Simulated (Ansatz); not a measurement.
# CH₅ (doublet): from Hartree-Fock to the top rungs at distance H1–H2 along a hydrogen transfer = 1.229 Å, cc-pVDZ

Aim: climb from Hartree-Fock through coupled cluster and multireference methods for CH₅ (doublet) at one geometry and basis, and see what each rung misses.

Program: Ansatz 0.2.0, Gaussian basis. Level of theory: cc-pVDZ, core rule «outside noble gas», up to 1 orbitals frozen. These are calculated values, not measurements.

To be run: UHF; CCSD(T) on ROHF; CCSD(T) on UHF; BCCD(T) on ROHF; CISD; CCSDT(Q) on ROHF; CCSDT(Q) on UHF; CASSCF and MRCISD+Q, 3 electrons in 3 orbitals; CASSCF and NEVPT2, 3 electrons in 3 orbitals; CASSCF and MRCISD+Q, 9 electrons in 9 orbitals; CASSCF and NEVPT4(SD), 9 electrons in 9 orbitals; CASSCF and NEVPT2, 9 electrons in 9 orbitals.

6 further runs of the same task are left out: 5 that didn't finish, 1 set aside as unsound or not needed.

## (1) The system

The geometry derives from fragments relaxed apart (PBE0/def2-TZVP) and kept rigid, so it is no stationary point. A hydrogen atom is moved between rigid fragments.

6 atoms, charge 0, spin multiplicity 2.

Atoms are counted from 1 here; the program's logs count them from 0.

Bond lengths: H2–C3 1.090 Å, C3–H4 1.080 Å, C3–H5 1.080 Å, C3–H6 1.080 Å. Angles: H2–C3–H4 90.0°, H2–C3–H5 90.0°, H2–C3–H6 90.0°, H4–C3–H5 120.0°, H4–C3–H6 120.0°, H5–C3–H6 120.0°.

## (2) UHF

Input file in.yaml:

```yaml
crystal:
  periodic: [false, false, false]
  atoms:
    - {symbol: H, position_ang: [-2.117476, 0.000000, 0.000000]}
    - {symbol: H, position_ang: [-0.888476, 0.000000, 0.000000]}
    - {symbol: C, position_ang: [0.201524, 0.000000, 0.000000]}
    - {symbol: H, position_ang: [0.201524, -1.080023, 0.000000]}
    - {symbol: H, position_ang: [0.201524, 0.540011, 0.935327]}
    - {symbol: H, position_ang: [0.201524, 0.540012, -0.935327]}
basis:
  gaussian: {orbitals: cc-pVDZ}
magnetization: {spin_polarized: true, initial_magnetization: 1}
hamiltonian: {xc: hf}
output: {orbitals: {seedname: orbitals}}
```

Launch:

```bash
ansatz run in.yaml --threads 1 --pin off --events-out ev --progress --plain --max-ram 2393MiB
```

The runs that follow: CCSD(T) on ROHF; CCSD(T) on UHF; BCCD(T) on ROHF; CISD; CCSDT(Q) on ROHF; CCSDT(Q) on UHF; CASSCF and MRCISD+Q, 3 electrons in 3 orbitals; CASSCF and NEVPT2, 3 electrons in 3 orbitals; CASSCF and MRCISD+Q, 9 electrons in 9 orbitals; CASSCF and NEVPT4(SD), 9 electrons in 9 orbitals; CASSCF and NEVPT2, 9 electrons in 9 orbitals.

**Question.** What will the summary of the whole plan be? Wanted: UCCSDT(Q) below the RHF energy; RMP2 from UCCSDT(Q); UMP2 from UCCSDT(Q); RCCSD from UCCSDT(Q); RCCSD(T) from UCCSDT(Q); UCCSD(T) from UCCSDT(Q); RCCSDT(Q) from UCCSDT(Q); NEVPT2 pair from UCCSDT(Q); MRCISD+Q pair from UCCSDT(Q).

The runs gave:

| quantity | value |
| --- | --- |
| UCCSDT(Q) below the RHF energy | -5.5578 eV |
| RMP2 from UCCSDT(Q) | +78.8 kJ/mol |
| UMP2 from UCCSDT(Q) | +78.7 kJ/mol |
| RCCSD from UCCSDT(Q) | +13.8 kJ/mol |
| RCCSD(T) from UCCSDT(Q) | +1.8 kJ/mol |
| UCCSD(T) from UCCSDT(Q) | +1.8 kJ/mol |
| RCCSDT(Q) from UCCSDT(Q) | 0.0 kJ/mol |
| NEVPT2 pair from UCCSDT(Q) | +75.5 kJ/mol |
| MRCISD+Q pair from UCCSDT(Q) | +3.4 kJ/mol |
| NEVPT2 valence from UCCSDT(Q) | +75.9 kJ/mol |
| levels within 1 kcal/mol (43 meV) | RCCSD(T), UCCSD(T), BCCD(T), RCCSDT, UCCSDT, RCCSDT(Q), MRCISD+Q pair, MRCISD+Q valence |
| T1 diagnostic | 0.020 |
| effectively unpaired electrons | 1.01 |

**Reading.** RCCSD(T) misses by +1.8 kJ/mol, 0.3 % of the correlation energy. One determinant dominates. Of the multireference levels listed MRCISD+Q valence comes nearest in total energy (+0.9 kJ/mol), which doesn't show that its space is the better one. These misses are within one basis, not against nature; the frozen cores of restricted and unrestricted runs differ, which can shift their rows.
